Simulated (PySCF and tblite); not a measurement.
Results of a calculation; reference values are marked as such.
C₄H₇N, numbered as in [C-:1]#[N+:2][CH2:3][CH2:4][CH3:5].

Search: ETKDG and KDG, MMFF94s, GFN2-xTB, 90 starts; geometries at PBE0-D3(BJ)/def2-SVP. Weights use PBE0-D3(BJ)/def2-TZVP (IEF-PCM, chloroform) energies plus GFN2-xTB zero-point and thermal terms (modes under about 100 cm⁻¹ blended into free rotors). Symmetry numbers and mirror images are counted. Conformers within 3 kcal/mol (GFN2-xTB free energy) were kept, 8 at most. Run with PySCF (density fitting) and tblite.

Torsions listed: N2–C3–C4–C5. Of a mirror pair one member is shown.

```tsv
conformer	shape	symmetry	E(GFN2) kcal/mol
1	180°	Cs	0.00
2	61°	C1 (pair)	0.11
```

(1) Which of these conformers is the most populated at 298.15 K, and with what share?

(2) Give the DFT energies and free energies relative to the lowest, and all weights.

(3) How does its share change from 150 K to 400 K?

## Answers

(1) Conformer 2, about 71 %.

(2) 
```tsv
conformer	shape	E(DFT) kcal/mol	G(298.15 K) kcal/mol	weight %
1	180°	0.16	0.52	29.3
2	61°	0.00	0.00	70.7
```

(3) From 75 % to 70 %; the mixing entropy goes from 2.15 to 2.18 cal/(mol K).
